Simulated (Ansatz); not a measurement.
Computed with Ansatz on PBE0-D4/def2-TZVP structures; ΔE is electronic, products minus reactants. CCSD(T)/CBS is the MP2 limit (def2-TZVPP, def2-QZVPP) plus CCSD(T) − MP2 in def2-TZVPP, frozen cores. This one scheme is used for every species. Functionals use def2-TZVPP. B3LYP here is the variant with VWN-RPA as its local correlation; programs differ in this. Open shells (•) are unrestricted, without spin–orbit coupling.

Reaction (homolysis of the O–Si bond): `CO[SiH3]` → `C[O]`• + `[SiH3]`•

```csv
level,ΔE (kJ/mol)
LDA (SPW92),512.1
r2SCAN-D4,444.7
B97M-V,459.2
B3LYP-D4,455.4
HF/def2-TZVPP,353.6
SCS-MP2/def2-TZVPP,502.3
CCSD(T)/def2-TZVPP,473.7
MP2/CBS(def2),528.1
```

Problem. What does CCSD(T)/CBS give? (Best estimate.)

Solution. Computed: +490.4 kJ/mol. The listed levels differ from it by 21.7, -45.7, -31.2, -35.0, -136.8, 11.9, -16.7, 37.7 kJ/mol.

Largest T1 diagnostic among the species: 0.019.

From BLYP to BHLYP (50 % exact exchange), in def2-TZVPP and without D4, ΔE moves by +13.7 kJ/mol. The D4 term adds +9.9 kJ/mol with B3LYP and +5.3 kJ/mol with PBE0; it sums over pairs of atoms, weighted by their polarisabilities, and B3LYP, whose exchange is more repulsive, gets the larger term. Leaving LDA and LC-ωPBE aside and taking each functional with its dispersion term where it has one, the values, not all of them listed here, spread over 44.3 kJ/mol, from revPBE-D4 to ωB97M-V. LDA lies +70.4 kJ/mol from PBE without D4, its usual overbinding.
